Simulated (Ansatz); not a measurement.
Consider the atomization: `CBN` → B• + C• + 6 H• + N•.

Gas-phase electronic energies from Ansatz, PBE0-D4/def2-TZVP geometries. CCSD(T)/CBS adds triple-zeta CCSD(T) − MP2 to the extrapolated MP2 energy (def2 sets, frozen cores). This one scheme is used for every species, atoms too. Functionals use def2-TZVPP. HSE06 is defined as in plane-wave codes. No spin–orbit coupling; open shells (•) take unrestricted orbitals. Spin–orbit coupling would lower the free atoms: a little for B, C. One conformer a species, not always the lowest.

CCSD(T)/CBS gives +3370.7 kJ/mol.

Problem. Another level gave +3393.6 kJ/mol. Which?
A. r2SCANh-D4/def2-TZVPP
B. HSE06-D4/def2-TZVPP
C. r2SCAN/def2-TZVPP
D. LC-ωPBE/def2-TZVPP

Solution. B. HSE06-D4 3393.6, r2SCANh-D4 3370.5, LC-ωPBE 3377.0, r2SCAN 3382.2 kJ/mol.

Largest T1 diagnostic among the species: 0.014.

From PBE to PBE0 (25 % exact exchange), in def2-TZVPP and without D4, ΔE moves by −42.9 kJ/mol: exact exchange takes away binding that semilocal exchange gives to molecules. In def2-TZVPP, CCSD(T) changes the Hartree–Fock value by +751.1 kJ/mol (the triples alone add +36.3 kJ/mol) and MP2 by +777.8 kJ/mol; breaking electron pairs costs correlation energy, which Hartree–Fock lacks.

For atomizations the MP2-based limit and the directly extrapolated one differ by several kJ/mol either way, and by 10 to 25 for some Ge, Se and Sn compounds, so smaller differences from it don't rank the levels.
